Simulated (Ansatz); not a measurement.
**CHSSi+ (SMILES [Si+]#CS): one structure at several levels**

The task here is to estimate one member of a computed series from the others.

Method: single points in def2-TZVPP; program: Ansatz 0.2.0, Gaussian basis.

Cores are frozen in the correlated methods.

### Starting geometry

SMILES `[Si+]#CS`, 4 atoms, charge 1, spin multiplicity 1.

Atoms are counted from 1 here; the program's logs count them from 0.

Bond lengths: Si1–C2 1.828 Å, C2–S3 1.597 Å, S3–H4 1.377 Å. Angles: Si1–C2–S3 165.7°, C2–S3–H4 106.5°.

As a file:

```xyz
4
charge 1, multiplicity 1
Si   -1.9554    0.3106    1.1842
C    -0.4406    0.1172    0.1786
S     0.7132    0.2339   -0.9198
H     1.7113   -0.6328   -0.5328
```

The first run:

run/in.yaml reads:

```yaml
crystal:
  periodic: [false, false, false]
  atoms:
    - {symbol: Si, position_ang: [-1.955394, 0.310555, 1.184217]}
    - {symbol: C, position_ang: [-0.440577, 0.117218, 0.178643]}
    - {symbol: S, position_ang: [0.713236, 0.233877, -0.919824]}
    - {symbol: H, position_ang: [1.711339, -0.632750, -0.532845]}
basis:
  gaussian: {orbitals: def2-TZVPP}
total_charge: 1
hamiltonian: {xc: pbe, dispersion: d4}
output: {forces: true}
```

Run with:

```
$ ansatz run in.yaml --threads 2 --pin off --events-out ev --progress --plain --max-ram 3481MiB
```

Among the steps run: PBE-D4/def2-TZVPP; r2SCAN-D4/def2-TZVPP; PBE0-D4/def2-TZVPP; wB97M-V/def2-TZVPP; CCSD(T)/def2-TZVPP.

One table of the session follows, with a row left open; its other results are not shown here.

```
   method  RMS force component (eV/Å)  angle to CCSD(T) forces (°)
   PBE-D4                       0.421                         30.4
r2SCAN-D4                           ?                            ?
  PBE0-D4                       0.542                         30.5
  wB97M-V                       0.577                         24.2
  CCSD(T)                       0.475                    reference
```

Q: Estimate the row for r2SCAN-D4 from the others.

As computed: RMS force component (eV/Å): 0.488; angle to CCSD(T) forces (°): 27.9. In the column «RMS force component (eV/Å)» it lies between CCSD(T) (0.475) and PBE0-D4 (0.542).
